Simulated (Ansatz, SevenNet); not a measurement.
# Zinc-blende InSb, LA phonon frequency at L

Reference value: 127 cm⁻¹ (measured, temperature not stated, no zero-point or thermal correction; as tabulated in Ioffe Institute, NSM Archive: InSb, mechanic properties page).

Problem. What do SevenNet-l3i5, LDA, PBE, revPBE, PBE-D3(BJ), r²SCAN, r²SCAN+rVV10, HSE06, Hartree–Fock give, and how far is each from the reference?

Solution. 
```json
[
 {"level (code)": "SevenNet-l3i5", "value (cm⁻¹)": "107", "cell (Å³/atom)": "36.67", "difference (%)": "-15.7"},
 {"level (code)": "LDA (Ansatz)", "value (cm⁻¹)": "128", "cell (Å³/atom)": "33.54", "difference (%)": "+0.8"},
 {"level (code)": "PBE (Ansatz)", "value (cm⁻¹)": "122", "cell (Å³/atom)": "36.51", "difference (%)": "-3.9"},
 {"level (code)": "revPBE (Ansatz)", "value (cm⁻¹)": "120", "cell (Å³/atom)": "37.48", "difference (%)": "-5.5"},
 {"level (code)": "PBE-D3(BJ) (Ansatz)", "value (cm⁻¹)": "125", "cell (Å³/atom)": "35.03", "difference (%)": "-1.6"},
 {"level (code)": "r²SCAN (Ansatz)", "value (cm⁻¹)": "131", "cell (Å³/atom)": "34.00", "difference (%)": "+3.1"},
 {"level (code)": "r²SCAN+rVV10 (Ansatz)", "value (cm⁻¹)": "129", "cell (Å³/atom)": "34.66", "difference (%)": "+1.6"},
 {"level (code)": "HSE06 (Ansatz)", "value (cm⁻¹)": "130", "cell (Å³/atom)": "35.07", "difference (%)": "+2.4"},
 {"level (code)": "Hartree–Fock (Ansatz)", "value (cm⁻¹)": "144", "cell (Å³/atom)": "36.35", "difference (%)": "+13.4"}
]
```

Once the reference is moved by up to 3.0 % (a margin picked here for doubts on the reference and the settings, and for temperature and zero-point motion) and values within 1.0 % count as equal, the nearest can be LDA (+0.8 %), PBE-D3(BJ) (-1.6 %), r²SCAN+rVV10 (+1.6 %), HSE06 (+2.4 %), r²SCAN (+3.1 %) or PBE (-3.9 %). By the same margin the farthest can be SevenNet-l3i5 (-15.7 %) or Hartree–Fock (+13.4 %). Within 10 %: LDA, PBE, revPBE, PBE-D3(BJ), r²SCAN, r²SCAN+rVV10, HSE06.

The measured value isn't corrected to a static lattice, so vibrations enter the comparison.  LDA, PBE, revPBE, PBE-D3(BJ): the solid has no gap at this level, which affects its response. PBE-D3(BJ): the dispersion coefficients are held fixed in the derivatives. Values are at the level's own relaxed cell; r²SCAN at the measured cell. Cutoffs and k meshes differ between the levels. Ansatz's density-functional and Hartree–Fock values are scalar-relativistic unless marked +SOC, with PAW data made under PBE.

Machine-learned potentials (SevenNet-l3i5) are trained on DFT data: a solid inside that data is no test of them.

Differences are worked out from the printed values.

Ansatz is a program for electronic structure.
